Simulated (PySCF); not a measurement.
Molecular orbitals of SiP⁻

r²SCAN0 at R = 2.015 Å; basis Si aug-pcseg-1, P aug-pcseg-1; no relativity; PySCF 2.14. State: ¹Σ⁺ (singlet), closed shell. Only the outer orbitals are listed, counted within each symmetry.

| orbital | occ. | ε (eV) | on Si (%) | main shells (%) |
| --- | --- | --- | --- | --- |
| 7σ | 2 | -11.12 | 37 | 61 P s, 29 Si s |
| 8σ | 2 | -5.34 | 60 | 60 Si s, 26 P s, 13 P p |
| 9σ | 2 | -1.38 | 55 | 39 P p, 39 Si p, 15 Si s |
| 3π | 2 | -1.31 | 32 | 66 P p, 32 Si p |
| 3π | 2 | -1.31 | 32 | 66 P p, 32 Si p |
| 4π | 0 | 3.33 | 85 | 84 Si p, 16 P p |
| 4π | 0 | 3.33 | 85 | 84 Si p, 16 P p |

Task: Which are the highest filled and the lowest empty level, where do they sit, and how wide is the gap?

Result: Highest filled 3π at -1.31 eV (in %: 66 P p, 32 Si p); lowest empty 4π at 3.33 eV (in %: 84 Si p, 16 P p); the gap at r²SCAN0 is 4.64 eV. An empty level above zero is unbound, and its energy depends on the basis.

The bond order (Mayer) is 2.24. The ⟨S²⟩ is 0.000 and the charge on Si (Mulliken, basis-dependent) is -0.33. The charge on Si (Löwdin, basis-dependent) is -0.32 and the dipole moment (positive dipole points towards P; it is taken about the centre of mass and depends on that origin) is -0.40 D.
